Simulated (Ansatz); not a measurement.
A calculation with Ansatz (development build ahead of 0.2.0).

```yaml
crystal:
  periodic: [false, false, false]
  atoms:
    - { symbol: "N", position_ang: [0.0, 0.0, 0.42984] }
    - { symbol: F, position_ang: [1.11997, 0.0, -0.11144] }
    - { symbol: F, position_ang: [-0.55998, 0.96992, -0.11144] }
    - { symbol: F, position_ang: [-0.55998, -0.96992, -0.11144] }
basis:
  gaussian: { orbitals: def2-TZVP }
hamiltonian:
  xc: hf
```

The input is written out in the form of the current development build from the run's settings.

The run gave:

| Property | Result |
| --- | --- |
| Converged | yes |
| Total energy | -352.68229 hartree |
| Spin squared of the determinant | 0.000 |

Caution: no unrestricted run beside it, a lower state can exist.
